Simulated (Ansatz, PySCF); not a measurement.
Species: nitrogen trifluoride, NF3, net charge 0, singlet state. 
Structure (B3LYP-D3(BJ)/def2-TZVP (Ansatz, a first-principles code) minimum search):
```
N
F 1 1.3779
F 1 1.3779 2 102.01
F 1 1.3779 2 102.01 3 105.23
```

Wanted: atomisation energy (electronic, to ground-state atoms), in kcal/mol. Cores are frozen in the correlated levels unless marked. Open shells are spin-unrestricted. Spin-orbit coupling is left out. Non-relativistic. The coupled-cluster limit lacks core correlation, which all-electron functionals hold. CBS(X,Y): correlation extrapolated as X^-3; Hartree-Fock from the larger set.

```json
[
 {"level": "revPBE-D3(BJ)/def2-TZVPD", "program": "Ansatz + dftd3", "atomisation energy (kcal/mol)": "225.6"},
 {"level": "PBE0/def2-TZVP", "program": "Ansatz", "atomisation energy (kcal/mol)": "…"},
 {"level": "TPSSh-D3(BJ)/def2-TZVPD", "program": "PySCF + dftd3", "atomisation energy (kcal/mol)": "209.5"},
 {"level": "B2PLYP-D4/def2-TZVPD", "program": "Ansatz + dftd4", "atomisation energy (kcal/mol)": "203.5"},
 {"level": "CCSD(T)/CBS(cc-pVTZ,cc-pVQZ)", "program": "Ansatz", "atomisation energy (kcal/mol)": "…"}
]
```

Question: Complete the blanks.

Answer: 
- PBE0/def2-TZVP, atomisation energy (kcal/mol): 208.6
- CCSD(T)/CBS(cc-pVTZ,cc-pVQZ), atomisation energy (kcal/mol): 204.5
